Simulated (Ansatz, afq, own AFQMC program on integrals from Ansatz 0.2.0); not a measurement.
Two steps: Ansatz 0.2.0 writes the Fock matrix and Cholesky factors of the valence space, and afq projects on them the lowest state that overlaps trial and start.

```yaml
crystal:
  periodic: [false, false, false]
  atoms:
    - {symbol: B, position_ang: [0.016061, 0.000196, -0.000003]}
    - {symbol: H, position_ang: [0.988988, 0.012062, -0.000214]}
    - {symbol: H, position_ang: [-0.593233, 1.026409, -0.002840]}
    - {symbol: H, position_ang: [-0.568021, -1.040572, 0.003092]}
basis:
  gaussian: {orbitals: cc-pVDZ}
magnetization: {spin_polarized: false}
correlation: {method: ccsd_t, electrons: outside_noble_gas, hamiltonian_folder: ham}
```

```sh
$ ansatz run in.yaml --threads 1 --pin off --events-out ev --progress --plain --max-ram 16896MiB --backend cuda --devices 0, --max-vram 18GiB
```

Options of the walk:

```
--method phaseless --trial cisd --walkers 4000 --populations 20 --least-time 60 --time-step 0.005 --steps-per-block 50 --equilibration-blocks 28 --max-blocks 4000 --target-error 0.00015 --factor-cut 1e-05 --seed 7924 --release-times 0.24,0.51,0.99,1.62,2.4 --release-step 0.03 --release-every 3 --taylor-order 6
```

Times are imaginary, in 1/Eh. The walk had a cap of 122 s. With eight or more populations the least sampling time is a fifth of least-time, and the error comes from their spread.

```
orbitals 28  electrons 3 3  factors 209 of 259
reference energy -26.35546639 Eh
CCSD correlation -0.11453133 Eh in 9 cycles, weight of the determinant in the CISD state 0.9467
energy of the start -26.470002 Eh
 block  time / (1/Eh)  mean weight  energy / Eh
     1     0.250  0.9998  -26.469459
     2     0.500  1.0002  -26.469884
     3     0.750  0.9998  -26.470357
     4     1.000  1.0001  -26.470795
     5     1.250  0.9998  -26.471029
    12     3.000  1.0002  -26.471554
    19     4.750  1.0002  -26.471639
    26     6.500  1.0000  -26.471475
    33     8.250  0.9998  -26.471513
    40    10.000  1.0000  -26.471616
    47    11.750  0.9999  -26.471662
    54    13.500  0.9996  -26.471828
    57    14.250  1.0000  -26.471958
    61    15.250  1.0002  -26.471770
    68    17.000  0.9999  -26.471639
    75    18.750  1.0001  -26.471549
    78    19.500  0.9999  -26.471619
error from the spread of 20 populations
released: time / (1/Eh)  energy / Eh  error  mean overlap
  0.24  -26.471708  0.000031  0.9979
  0.51  -26.471728  0.000020  0.9950
  0.99  -26.471740  0.000019  0.9970
  1.62  -26.471753  0.000019  0.9975
  2.40  -26.471733  0.000016  0.9946
energy -26.471683 +/- 0.000032 Eh
(rows thinned)
```

**Question.** Estimate how long the walk took on 1 × NVIDIA H100 80GB HBM3 with 2 threads of AMD EPYC 7R13 Processor (Zen 3), with other jobs on the host (the card was shared).

**Answer.** 22 s of wall time.

The run passed its tests (sampling time, drift between the halves within three errors, error under three times the target), which doesn't prove that it has relaxed.

Against this walk (error 0.9 meV) on the same determinant: CCSD(T) 8.2 meV higher, CCSDT(Q) 1.2 meV lower (within the noise), CCSDTQ 1.4 meV lower (within the noise), full CI 1.4 meV lower (within the noise). The error is statistical and leaves out the bias of the constraint. Released to 2.40 1/Eh the energy moves by -1.4 ± 1.0 meV (both errors), within twice the noise.

Cautions: constraint bias not in the error.

CCSDT and higher add their correlation energy to the determinant of the CCSD(T) run, since their own runs factorise the integrals more tightly (a shift of under 2 meV). A walk keeps the symmetry of its determinant, which the program's search chose and which needn't be the lowest solution, so a lower state of the same spin and another symmetry isn't excluded.
